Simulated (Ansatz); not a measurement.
Two isomers of CH3BO: A = `[BH3-]C#[O+]`, B = `B1CO1`.

Gas-phase electronic energies from Ansatz, PBE0-D4/def2-TZVP geometries. CCSD(T)/CBS is the MP2 limit (def2-TZVPP, def2-QZVPP) plus CCSD(T) − MP2 in def2-TZVPP, frozen cores. This one scheme is used for every species. DFT in def2-TZVPP.

Question: Which isomer does CCSD(T)/CBS put lower? Give the gap. (Estimate.)

Answer: The calculation gave: A, by 0.5 kJ/mol. So small a gap doesn't settle the order.

Question: Give E(B) − E(A) in kJ/mol with BLYP-D4, CCSD/def2-TZVPP, B2PLYP, LDA (SPW92), r2SCAN-D4, MP2/def2-TZVPP, CCSD(T)/def2-TZVPP. (Estimate.)

Answer: Computed: BLYP-D4 28.5, CCSD/def2-TZVPP 4.2, B2PLYP 12.3, LDA (SPW92) 10.2, r2SCAN-D4 17.8, MP2/def2-TZVPP 4.9, CCSD(T)/def2-TZVPP 8.8. None reverses the order clearly.

Question: Does the order hold for the free energy at 298.15 K (harmonic terms from PBE0-D4)? (Estimate.)

Answer: The calculation gave: Yes: G(B) − G(A) = +13.8 kJ/mol.

Largest T1 diagnostic: 0.018.

From PBE to PBE0 (25 % exact exchange), in def2-TZVPP and without D4, E(B) − E(A) moves by −13.8 kJ/mol. Leaving LDA and LC-ωPBE aside and taking each functional with its dispersion term where it has one, the values, not all of them listed here, spread over 28.7 kJ/mol, from PBE-QIDH to BLYP-D4. LDA lies −10.1 kJ/mol from PBE without D4.
